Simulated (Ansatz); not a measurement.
2H MoTe2

Computed with r²SCAN+SOC (plane waves, PAW; Ansatz, an electronic-structure program).

Numerical settings: plane-wave cutoff 560 eV, 12×12×4 k mesh (along the axes of the cell as run), Fermi–Dirac smearing 0.01 eV, PAW data made under PBE.

Cell (measured lattice):

```
MoTe2
1.0
   -1.75900    -3.04668     0.00000
   -1.75900     3.04668     0.00000
    0.00000     0.00000   -13.97400
Te Mo
4 2
Direct
  0.33333   0.66667   0.87900
  0.66667   0.33333   0.37900
  0.66667   0.33333   0.12100
  0.33333   0.66667   0.62100
  0.33333   0.66667   0.25000
  0.66667   0.33333   0.75000
```

```json
{
  "band_gap": "0.81 eV (indirect)",
  "smallest_direct_gap_on_the_k_points_sampled": "1.06 eV",
  "direct gap at Γ": "2.67 eV"
}
```

Measured, for comparison: band gap 1.06 ± 0.01 eV (4 K, zero-point motion not removed, indirect, absorption from ellipsometry, single crystal; as tabulated in Gulo et al. (2023), doi:10.1103/physrevmaterials.7.044001). Computed (rounded) less measured: band gap -0.25 eV.

Note: cell and atoms aren't relaxed at this level (largest force component 0.07 eV/Å, pressure 2.3 GPa).

Computed values are for the static lattice.

The result took around 23 core-minutes (rough).
